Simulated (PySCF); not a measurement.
HNO₃.
SMILES: `O=NOO`

Torsions of this conformer, `[O:1]=[N:2][O:3][OH:4]`: O1–N2–O3–O4 0°, H–O4–O3–N2 0°.

The closed-shell ground state was solved at several levels (PySCF, density fitting, gas phase, non-relativistic). One conformer (not necessarily the lowest) at the PBE0-D3(BJ)/def2-TZVP geometry, without solvent, vibrations or thermal averaging.

```json
{"level": "KT3/pcSseg-2", "basis functions": "158", "HOMO (eV)": "-7.62", "LUMO (eV)": "-3.64", "gap (eV)": "3.98", "dipole (D)": "0.79"}
{"level": "wB97X-D/pcSseg-2", "basis functions": "158", "HOMO (eV)": "-11.04", "LUMO (eV)": "-0.72", "gap (eV)": "10.32", "dipole (D)": "0.87"}
{"level": "PBE0/pcSseg-2", "basis functions": "158", "HOMO (eV)": "-9.12", "LUMO (eV)": "-2.63", "gap (eV)": "6.49", "dipole (D)": "0.86"}
```

Estimate the row for B97-2/pcSseg-2, a basis of 158 functions; the other rows only guide the guess.

HOMO -8.83 eV, LUMO -2.73 eV, gap 6.10 eV, dipole 0.85 D.

Over all these levels, which gives the widest orbital gap and which the narrowest?

wB97X-D/pcSseg-2 (range-separated hybrid) has the widest, 10.32 eV, and KT3/pcSseg-2 (GGA) the narrowest, 3.98 eV. From the narrowest to the widest the HOMO moves by -3.42 eV and the LUMO by +2.92 eV.

In the pcSseg-2 basis, how does the gap go with the fixed share of exact exchange?

KT3 (0 %) 3.98 eV; B97-2 (21 %) 6.10 eV; PBE0 (25 %) 6.49 eV. Each rise in the share widens the gap here.

How far do the dipole and the HOMO energy spread over the levels?

The dipole runs from 0.79 to 0.87 D (mean 0.84 D) and the HOMO from -11.04 to -7.62 eV.
